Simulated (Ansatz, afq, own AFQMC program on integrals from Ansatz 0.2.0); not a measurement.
**Where AFQMC and coupled cluster stand for CH3Al, singlet**

```yaml
atoms:
  - { symbol: Al, position_ang: [-0.7408, 0.0064, 0.0050] }
  - { symbol: C, position_ang: [1.2474, -0.0108, -0.0084] }
  - { symbol: H, position_ang: [1.6463, -1.0338, -0.0061] }
  - { symbol: H, position_ang: [1.6655, 0.4997, 0.8692] }
  - { symbol: H, position_ang: [1.6535, 0.4910, -0.8966] }
```

Connectivity, by distances: Al–CH3.

Basis cc-pVTZ. Only valence electrons are correlated. Integrals, coupled cluster, full CI and functionals: Ansatz 0.2.0; the random walks run on the same integrals in our own AFQMC program. ph-AFQMC/CISD is guided by a CISD state made of CCSD amplitudes; releasing the constraint for a short imaginary time cuts its bias at the price of noise, slowly where states lie close. Free projection: walkers drawn from exp(T), propagated without any constraint. Its projection time is finite, and what remains of the start isn't in its error. Uncertainties: one standard error, sampling alone.

Determinant: UHF, the one that the program's search chose, which needn't be the lowest solution. The geometry is a PBE0/def2-TZVP stationary point of this or a neighbouring charge and spin state.

No full CI on the walks' own integrals is used here; CCSDT(Q) serves as the reference and is uncertain by about the last step of the cluster series.

Cautions: an unrestricted solution with more broken spin lies lower (7 meV, ⟨S²⟩ 0.12), while this determinant keeps restricted orbitals.

```
T1 diagnostic                               : 0.0117
weight of the determinant in the CISD state : 0.865
⟨S²⟩ of the determinant                     : 0.000
size of the correlated space                : 10 electrons in 100 orbitals
```

Reference: CCSDT(Q), correlation energy -7.599 eV. The released energy is read at 1.62 1/Eh, later times being too noisy (meV from the phaseless value at times in 1/Eh: 3 ± 4 at 0.24, 1 ± 4 at 0.51, -12 ± 6 at 0.99, -11 ± 6 at 1.62, -35 ± 11 at 2.40).

```
         level  E − E(reference) (kJ/mol)  share of correlation (%)
            HF                      733.2                      0.00
           MP2                      102.4                     86.03
          CCSD                       27.9                     96.19
       CCSD(T)                        2.7                     99.63
         CCSDT                        1.1                     99.85
   ph-AFQMC/HF                 -6.4 ± 2.4                    100.87
 ph-AFQMC/CISD                  1.8 ± 0.5                     99.76
released AFQMC                  0.7 ± 0.6                     99.90
    free AFQMC                  0.3 ± 0.8                     99.96
```

Free projections are given only where their last times agree within the noise and don't stop above the reference; a slow remainder of the start can still hide under it. A walk keeps the symmetry of its determinant, which the program's search chose and which needn't be the lowest solution, so a lower state of the same spin and another symmetry isn't excluded. Released energies are given only where the last usable release times agree within the noise; a slower fall can still hide under it.
